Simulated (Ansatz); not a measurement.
BP (zinc blende): values from a third-order Birch-Murnaghan fit to a volume scan beside measured ones. Computed values: PBE (plane waves to 420 eV, PAW, scalar-relativistic; Ansatz, a program for electronic structure). BP was relaxed with its symmetry unable to fall.

```json
[
 {"quantity": "Lattice constant a (Å)", "reference": "4.525", "kind": "measured, corrected to the static lattice"},
 {"quantity": "Bulk modulus B₀ (GPa)", "reference": "176.5", "kind": "measured, corrected to the static lattice"}
]
```

References as given in: Daniel Mejia-Rodriguez, S. B. Trickey, Physical Review B (2018), arXiv:1807.09216; Tamar Goldzak, Xiao Wang, Hong-Zhou Ye et al., The Journal of Chemical Physics (2022), arXiv:2208.04865.

Q: What does PBE give, and how far is that from the reference?

A: 
| quantity | PBE | difference |
|---|---|---|
| Lattice constant a (Å) | 4.548 | +0.5 % |
| Bulk modulus B₀ (GPa) | 162 | -8.3 % |

PBE overestimates the lattice constant a by 0.5 %. PBE underestimates the bulk modulus B₀ by 8.3 %.

(A scan under strain: stresses follow from slopes of the energy per volume, elastic moduli from its curvatures.)
